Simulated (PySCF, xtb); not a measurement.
ClH, SMILES Cl.

xtb with GFN2-xTB at its own geometry gives an orbital gap of 9.18 eV and a dipole moment of 1.05 D.

The structure is a stationary point at PBE0-D3(BJ)/def2-TZVPD.

Problem. What does HF/def2-TZVPD (PySCF) give? (Estimate from the structure and the level; the computed values follow.)

Solution. gap 14.89 eV (levels -12.98 and 1.91 eV), dipole 1.19 D.
